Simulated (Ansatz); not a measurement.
Geometry optimisation, RKS B3LYP/6-31G* (Ansatz).

Input:

```yaml
crystal:
  periodic: [false, false, false]
  atoms:
    - { symbol: Si, position_ang: [-0.913665, 0.163689, 0.008361] }
    - { symbol: Si, position_ang: [1.648072, -0.020084, 2.272134] }
    - { symbol: H, position_ang: [0.759751, -0.876899, 3.094578] }
    - { symbol: H, position_ang: [3.060754, -0.219499, 2.693118] }
    - { symbol: H, position_ang: [1.273246, 1.406488, 2.426646] }
    - { symbol: H, position_ang: [1.542714, -0.401345, 0.854555] }
    - { symbol: H, position_ang: [-0.019987, 0.857127, -1.019195] }
    - { symbol: O, position_ang: [-1.293621, -1.148153, -0.96957] }
    - { symbol: H, position_ang: [-1.884563, -1.777322, -0.527027] }
basis:
  gaussian: { orbitals: "6-31G*" }
hamiltonian:
  xc: b3lyp
relax:
  f_tol: 0.03
  max_steps: 50
output:
  orbitals: {}
```

Command:

```bash
$ ansatz run input.yaml --threads 1 --pin off --max-ram 2048MiB --backend cpu --events-out ev --progress --plain --runs-dir out
```

Problem. Where does it end, and by what steps?

Solution. The run converged. The force dipped under the threshold on the way, but the program's further checks kept it going. After 12 steps the energy has fallen by 0.024 eV; H3 moved furthest, 0.37 Å.

```tsv
step	energy less start (eV)	largest force component (eV/Å)	accepted
0	0.0000	0.426	yes
1	-0.0136	0.231	yes
2	-0.0125	0.445	no
3	-0.0196	0.076	yes
4	-0.0216	0.021	yes
5	-0.0224	0.068	yes
6	-0.0227	0.062	yes
7	-0.0230	0.040	yes
8	-0.0233	0.016	yes
9	-0.0235	0.022	yes
10	-0.0237	0.037	yes
11	-0.0237	0.057	no
12	-0.0239	0.019	yes
```

```xyz
9
Properties=species:S:1:pos:R:3
Si -1.121 0.168 -0.248
Si 1.774 0.013 2.450
H 1.007 -0.869 3.368
H 3.232 -0.184 2.665
H 1.415 1.432 2.696
H 1.442 -0.339 1.041
H -0.071 0.743 -1.204
O -1.417 -1.203 -1.171
H -2.087 -1.776 -0.764
```

The run took 35 s on 1 thread of Arm Neoverse V1, with other jobs on the host, peak memory 0.12 GiB.
